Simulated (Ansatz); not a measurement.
Results of BLYP (Ansatz, a first-principles code, PAW) for hcp Ti.

Numerical settings: plane-wave cutoff 520 eV, 24×24×12 k mesh (along the axes of the cell as run), Fermi–Dirac smearing 0.05 eV, no spin polarisation, scalar-relativistic PAW data made under PBE.

Shape and atoms are relaxed at each volume.

Pressure at four volumes; x = ln(V/17.790 Å³). One pressure is withheld.

| V (Å³/atom) | x | P (GPa) |
|---|---|---|
| 17.078 | -0.0408 | ? |
| 17.434 | -0.0202 | 2.21 |
| 17.790 | 0.0000 | 0.00 |
| 18.501 | 0.0392 | -3.84 |

**Question.** Pass a parabola P(x) through the three rows shown, estimate the bulk modulus and its pressure derivative near zero pressure, and predict the withheld pressure.

**Answer.** Slopes between the rows: (0.00 − (2.21))/(0.0000 − (-0.0202)) = -109.41 and (-3.84 − (0.00))/(0.0392 − (0.0000)) = -97.96 GPa. Their difference over the span 0.0594 is c = 11.45/0.0594 = 192.8 GPa, so P(x) = 2.21 + (-109.41)(x − (-0.0202)) + 192.8 (x − (-0.0202))(x − (0.0000)). At the middle row B = −dP/dx = −[-109.41 + 192.8 × 0.0202] = 105.5 GPa, and B′ = dB/dP = 2c/B = 3.7. At x = -0.0408 the parabola gives 4.63 GPa; the run gives 4.64 GPa. The Birch–Murnaghan fit to the energies at all volumes has B0 = 105 GPa and B′ = 3.7.

Measured, for comparison: bulk modulus 108 GPa (zero-point energy and finite temperature contributions removed; as tabulated in doi:10.1021/acs.jctc.3c00612). Computed (rounded) less measured: bulk modulus -3 %.

Note: the bulk modulus comes from volumes at which shape and atoms were relaxed.
